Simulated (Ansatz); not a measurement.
# C₂H₆Si (SMILES CC[SiH]): one structure at several levels

The task here is to estimate one member of a computed series from the others.

Program: Ansatz 0.2.0, Gaussian basis. Level of theory: single points in def2-TZVPP. These are calculated values, not measurements.

Cores are frozen in the correlated methods.

## The system as given

SMILES `CC[SiH]`, 9 atoms, charge 0, spin multiplicity 1.

Atoms are counted from 1 here; the program's logs count them from 0.

Bond lengths: C1–C2 1.565 Å, C1–H4 1.051 Å, C1–H5 0.982 Å, C1–H6 1.081 Å, C2–Si3 1.919 Å, C2–H7 1.023 Å, C2–H8 0.922 Å, Si3–H9 1.623 Å. Angles: C2–C1–H4 111.0°, C2–C1–H5 120.6°, C2–C1–H6 113.5°, H4–C1–H5 94.7°, H4–C1–H6 107.5°, H5–C1–H6 107.4°, C1–C2–Si3 108.7°, C1–C2–H7 106.7°, C1–C2–H8 116.2°, Si3–C2–H7 107.5°, Si3–C2–H8 114.7°, H7–C2–H8 102.3°, C2–Si3–H9 91.0°.

Geometry (Å):

```mol
C2H6Si
  3D, bonds by distance, orders not assigned

  9  8  0  0  0  0  0  0  0  0999 V2000
   -0.5888    0.5300   -0.5726 C   0  0
    0.3450   -0.6391   -0.1151 C   0  0
    1.5725    0.0327    1.1981 Si  0  0
   -1.0980    0.2814   -1.4583 H   0  0
   -0.2096    1.3628   -0.9297 H   0  0
   -1.3312    0.8018    0.1645 H   0  0
    0.8913   -0.9161   -0.9343 H   0  0
   -0.0741   -1.4270    0.1168 H   0  0
    0.3674    0.2258    2.2676 H   0  0
  1  2  8  0
  1  4  8  0
  1  5  8  0
  1  6  8  0
  2  3  8  0
  2  7  8  0
  2  8  8  0
  3  9  8  0
M  END
```

The first run:

run/in.yaml

```yaml
crystal:
  periodic: [false, false, false]
  atoms:
    - {symbol: C, position_ang: [-0.588800, 0.530000, -0.572600]}
    - {symbol: C, position_ang: [0.345000, -0.639100, -0.115100]}
    - {symbol: Si, position_ang: [1.572500, 0.032700, 1.198100]}
    - {symbol: H, position_ang: [-1.098000, 0.281400, -1.458300]}
    - {symbol: H, position_ang: [-0.209600, 1.362800, -0.929700]}
    - {symbol: H, position_ang: [-1.331200, 0.801800, 0.164500]}
    - {symbol: H, position_ang: [0.891300, -0.916100, -0.934300]}
    - {symbol: H, position_ang: [-0.074100, -1.427000, 0.116800]}
    - {symbol: H, position_ang: [0.367400, 0.225800, 2.267600]}
basis:
  gaussian: {orbitals: def2-TZVPP}
correlation: {method: ccsd_t}
output: {forces: true}
```

No record of the launch command was kept for these runs.

Among the steps run: CCSD(T)/def2-TZVPP; PBE0-D4/def2-TZVPP; wB97M-V/def2-TZVPP; r2SCAN-D4/def2-TZVPP; PBE-D4/def2-TZVPP; wB97X-V/def2-TZVPP; BHLYP-D4/def2-TZVPP.

One of the session's tables, all rows but one given; the rest of the session is left out.

```
   method  RMS force component (eV/Å)  angle to CCSD(T) forces (°)  dipole (D)
  CCSD(T)                       3.066                    reference        1.20
  PBE0-D4                       3.087                          1.6        1.36
  wB97M-V                       3.033                          1.0        1.22
r2SCAN-D4                       3.046                          1.0        1.45
   PBE-D4                       3.103                          2.8        1.41
  wB97X-V                       3.114                          1.0        1.32
 BHLYP-D4                           ?                            ?           ?
```

**Question.** Estimate the row for BHLYP-D4.

**Answer.** RMS force component (eV/Å): 2.992; angle to CCSD(T) forces (°): 2.5; dipole (D): 1.24. In the column «RMS force component (eV/Å)» it is the lowest.
